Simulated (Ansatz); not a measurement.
Molecule: C4H5 (charge 0, doublet). It need not be the lowest isomer of its formula. 
Coordinates optimised at B3LYP-D3(BJ)/def2-TZVP (Ansatz, a first-principles code):
```
C
H 1 1.0917
H 1 1.0917 2 110.51
C 1 1.5310 2 114.80 3 -131.78
C 4 1.3243 1 90.43 2 -115.15
H 4 1.0784 5 136.65 1 180.00
C 5 1.5102 4 98.96 6 180.00
H 7 1.0894 5 115.96 4 114.41
H 7 1.0894 8 109.91 5 -133.96
```
Charge 0, spin multiplicity 2.

Computed values are from Ansatz. Cores are frozen in the correlated levels unless marked. Open shells are spin-unrestricted. No spin-orbit coupling. No relativistic terms. CBS marks a two-point X^-3 extrapolation of the correlation energy; Hartree-Fock from the larger set. [CCSD(T)-MP2]/basis is that difference in the basis named.

* **atomisation energy De**: 880.1 kcal/mol at RI-MP2/CBS(cc-pVTZ,cc-pVQZ)+[CCSD(T)-MP2]/cc-pVTZ
* **total energy**: -155.0676 Eh at RI-MP2/CBS(cc-pVTZ,cc-pVQZ)+[CCSD(T)-MP2]/cc-pVTZ
* **dipole moment**: 1.48 D at wB97M-V/def2-TZVPD
* **T1 diagnostic**: 0.032 at CCSD/cc-pVTZ

The UHF reference is spin-contaminated (<S^2> 0.18 over the pure value in the largest basis).
